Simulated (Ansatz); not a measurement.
# LiMg₂ (Cmcm)

Theory: DFT r2SCAN, scalar-relativistic, plane waves, PAW (Ansatz).

Cutoff 500 eV; k points 8×8×8 on the computed 6-atom cell (Γ-centred); Gaussian smearing, width 0.10 eV; no spin polarisation.

The structure is relaxed at this level of theory with its symmetry kept. Whether it is the stable form of this composition wasn't checked.

```yaml
crystal:
  lattice:
    - [5.22960, -2.44150, 0.00000]
    - [5.22960, 2.44150, 0.00000]
    - [0.00000, 0.00000, 4.87479]
  atoms:
    - { symbol: Li, position: [0.75051, 0.24949, 0.75000] }
    - { symbol: Li, position: [0.24949, 0.75051, 0.25000] }
    - { symbol: Mg, position: [0.40964, 0.90845, 0.75000] }
    - { symbol: Mg, position: [0.09155, 0.59036, 0.75000] }
    - { symbol: Mg, position: [0.90845, 0.40964, 0.25000] }
    - { symbol: Mg, position: [0.59036, 0.09155, 0.25000] }
```

* Space group: Cmcm (No. 63)
* Volume per atom: 20.75 Å³
* Formation energy from the elements' standard states (uncorrected): -0.058 eV/atom
* Generalised Kohn–Sham band gap: none (metal)
* Density of states at the Fermi level: 1.88 states/eV per cell
* Bulk modulus: 31 GPa
* Its pressure derivative: 3.8
* Bader charges (e): Li (2 in the cell) 0.83, Mg (4 in the cell) -0.41

Cost: 6 runs of about 11 core-minutes in all, on Intel Xeon 6975P-C (Granite Rapids) (shared hosts).